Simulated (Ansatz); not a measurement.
# Titanium, hcp under PBEsol: structure, energy and stiffness

Aim: take titanium in the hcp structure, relax it, solve it on a dense k-mesh, switch on spin-orbit coupling, then scale the cell to 7 volumes from 88 to 112 % of the relaxed one and try a fit of the equation of state. The k-meshes are 12×12×7 for the relaxation; 20×20×11 for the dense run; 12×12×7 for spin-orbit coupling; 20×20×11 for the volumes. It starts from a deposited cell (COD).

Computed with Ansatz 0.2.0 (DFT PBEsol, plane waves (420 eV) with PAW, scalar-relativistic; PAW files made under PBE, frozen cores solved again for the functional, unless a step says otherwise).

## Step 1: The system as given

The structure is hexagonal, space group P6_3/mmc (No. 194). Conventional cell: a = 2.950 Å, b = 2.950 Å, c = 4.686 Å, α = 90.00°, β = 90.00°, γ = 120.00°. Around Ti (site symmetry -6m2) lie 12 Ti at 2.90 to 2.95 Å.

Structure file:

```cif
data_structure
_symmetry_space_group_name_H-M 'P6_3/mmc'
_symmetry_Int_Tables_number 194
_cell_length_a 2.9500
_cell_length_b 2.9500
_cell_length_c 4.6860
_cell_angle_alpha 90.000
_cell_angle_beta 90.000
_cell_angle_gamma 120.000
_cell_volume 35.32
loop_
_atom_site_label
_atom_site_type_symbol
_atom_site_symmetry_multiplicity
_atom_site_Wyckoff_symbol
_atom_site_fract_x
_atom_site_fract_y
_atom_site_fract_z
_atom_site_occupancy
Ti1 Ti 2 c 0.33333 0.66667 0.25000 1
```

## Step 2: Geometry optimisation

input.yaml

```yaml
crystal:
  lattice:
    - [2.9499978604, 0.0, 0.0]
    - [-1.4749989302, 2.5547730882, 0.0]
    - [0.0, 0.0, 4.686]
  atoms:
    - { symbol: Ti, position: [0.3333333333, 0.6666666667, 0.25] }
    - { symbol: Ti, position: [0.6666666667, 0.3333333333, 0.75] }
hamiltonian:
  xc: pbesol
  pseudopotentials:
    kind: paw
    azcp:
      Ti: "pseudopotentials/Ti.paw.azcp"
basis:
  ecutwfc: 420
  fft_grid_basis: typed
kpoints:
  mp_grid: { grid: [12, 12, 7], shift: [0, 0, 0] }
magnetization:
  spin_polarized: false
scf:
  occupations: { method: fermi_dirac, width: 0.1 }
relax:
  max_steps: 60
  f_tol: 0.01
  cell: {}
```

The runs that follow: The energy on a finer k-mesh; Spin-orbit coupling switched on; Equation of state: 88 %; Equation of state: 92 %; Equation of state: 96 %; Equation of state: 100 %; Equation of state: 104 %; Equation of state: 108 %; Equation of state: 112 %.

Before running it: what results should come out? Wanted: space group; conventional cell; volume; shortest distance; gap on the mesh; V₀, B₀, B₀′.

**Answer**, as computed:

| quantity | value |
| --- | --- |
| space group (spins left aside) | P6_3/mmc (No. 194) |
| conventional cell | a = 2.901 Å, c = 4.595 Å (c/a = 1.584) |
| volume | 16.745 Å³/atom |
| shortest distance | 2.843 Å |
| against the deposited volume | -5.2 % (17.658 Å³/atom) |
| gap on the mesh | none (levels filled in part) |
| V₀, B₀, B₀′ | 16.716 Å³/atom, 119 GPa, 3.5 |

**Reading.** Against experiment, PBEsol misses the volume by -5.2 %. The deposited cell holds zero-point motion and, unless taken cold, thermal expansion, which account for some of this. Levels at the Fermi energy are filled in part, as in a metal. The total energy of the spin-orbit run (on a coarser mesh) lies -67 meV/atom from the scalar one; mesh and treatment of the core enter this figure, so it is no spin-orbit energy. B₀ comes out at 119 GPa; letting shape and positions relax at each volume could only lower it.
